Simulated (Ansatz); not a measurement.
## How far each method lies from UCCSDT(Q) for [H···H···F], doublet

Geometry: a point of a hydrogen-transfer path between rigid fragments, not a stationary point.

```yaml
atoms:
  - { symbol: H, position_ang: [0.0000, 0.0000, -1.1007] }
  - { symbol: H, position_ang: [0.0000, 0.0000, 0.0653] }
  - { symbol: F, position_ang: [0.0000, 0.0000, 1.0353] }
```

Basis cc-pVTZ; Ansatz 0.2.0. Only valence electrons are correlated (noble-gas cores frozen), which leaves 9 electrons in 57 orbitals. Prefix R: restricted or restricted open-shell reference; prefix U: unrestricted. Active spaces: valence = (9e, 6o) chosen from the atoms' valence shells.

Full CI isn't at hand for all of this; UCCSDT(Q) serves as the reference, and is uncertain by about the last step of the cluster series. The frozen core follows each run's orbitals, which can shift R against U totals by a few meV.

For open shells CISD is restricted-active-space CI with the open shells as a complete middle space.

- UHF ⟨S²⟩: 0.755
- T1 diagnostic (RCCSD): 0.0156
- largest doubles amplitude (RCCSD): 0.037
- T1 diagnostic (UCCSD): 0.0104

Problem. From what is known of these methods and the diagnostics, rank them by the size of their error in total energy against UCCSDT(Q) in cc-pVTZ, smallest first (an estimate: the text doesn't fix the numbers).
A. CISD
B. MRCISD (valence space)
C. RCCSD(T)
D. UCCSD
E. RMP2

Solution. C (1.0 kJ/mol), D (19.6 kJ/mol), E (26.9 kJ/mol), B (38.0 kJ/mol), A (46.6 kJ/mol).

All errors are against UCCSDT(Q) in cc-pVTZ. Within each family the higher level lies nearer, as is usual though not guaranteed.

Natural occupations of CASSCF (valence space) about the gap: 2.000 2.000 2.000 1.977 1.002 0.022; effectively unpaired electrons, Σ n²(2−n)², 1.00.
